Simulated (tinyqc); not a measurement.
UHF in the sto-6g basis, for HF, spin multiplicity 1, step by step. This run ends on a higher stationary point, not on the lowest solution. One step of it, computed by the program tinyqc.

Task: Iteration 3: DIIS coefficients. Solve [B -1; -1 0][c; lambda] = [0; -1] for the coefficients, which sum to one.

B (overlaps of the stored error matrices), lower triangle:
```
               1              2              3
1  4.8096308e-01
2  9.4174394e-02  3.3013169e-02
3  2.2230252e-02  9.0953659e-03  4.6911164e-03
```

Give: DIIS coefficients.

Result:

DIIS coefficients: -0.011  -0.187  1.198
